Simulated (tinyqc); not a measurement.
Worked calculation: extended Hueckel theory, for PH2+. The parameters take no account of the charge, which enters only through the electron count. One step of it, computed by the program tinyqc.

Task: Orbitals. Solve H C = S C e through S^(-1/2); fill by pairs from the bottom, a degenerate level sharing its electrons equally; each orbital has its largest coefficient positive (the first on a tie).

H (eV), order 1P 3s, 1P 3px, 1P 3py, 1P 3pz, 2H 1s, 3H 1s:
$$\begin{pmatrix}
-18.600000 & 0.000000 & 0.000000 & 0.000000 & -9.085843 & -9.085843 \\
0.000000 & -14.000000 & 0.000000 & 0.000000 & 0.000000 & 0.000000 \\
0.000000 & 0.000000 & -14.000000 & 0.000000 & -9.323057 & 9.323057 \\
0.000000 & 0.000000 & 0.000000 & -14.000000 & -6.010219 & -6.010219 \\
-9.085843 & 0.000000 & -9.323057 & -6.010219 & -13.600000 & -0.940812 \\
-9.085843 & 0.000000 & 9.323057 & -6.010219 & -0.940812 & -13.600000
\end{pmatrix}$$

overlap S, order 1P 3s, 1P 3px, 1P 3py, 1P 3pz, 2H 1s, 3H 1s:
$$\begin{pmatrix}
1.000000 & 0.000000 & 0.000000 & 0.000000 & 0.376225 & 0.376225 \\
0.000000 & 1.000000 & 0.000000 & 0.000000 & 0.000000 & 0.000000 \\
0.000000 & 0.000000 & 1.000000 & 0.000000 & 0.450389 & -0.450389 \\
0.000000 & 0.000000 & 0.000000 & 1.000000 & 0.290349 & 0.290349 \\
0.376225 & 0.000000 & 0.450389 & 0.290349 & 1.000000 & 0.046118 \\
0.376225 & 0.000000 & -0.450389 & 0.290349 & 0.046118 & 1.000000
\end{pmatrix}$$

valence electrons = 6

Give: orbital energies; occupations; coefficients; sum of one-electron energies.

Result:

orbital energies (eV): [-19.5931, -16.4386, -14.7910, -14.0000, -0.7616, -0.3762]

occupations: [2.0000, 2.0000, 2.0000, 0.0000, 0.0000, 0.0000]

coefficients, order 1P 3s, 1P 3px, 1P 3py, 1P 3pz, 2H 1s, 3H 1s:
$$\begin{pmatrix}
0.7848 & 0.0000 & -0.3586 & 0.0000 & -0.8554 & 0.0000 \\
0.0000 & 0.0000 & 0.0000 & 1.0000 & 0.0000 & 0.0000 \\
0.0000 & 0.5858 & 0.0000 & 0.0000 & 0.0000 & 1.1819 \\
0.0261 & 0.0000 & 0.8413 & 0.0000 & -0.7584 & 0.0000 \\
0.2273 & 0.3721 & 0.1940 & 0.0000 & 0.8671 & -0.8796 \\
0.2273 & -0.3721 & 0.1940 & 0.0000 & 0.8671 & 0.8796
\end{pmatrix}$$

sum of one-electron energies = -101.6454 eV
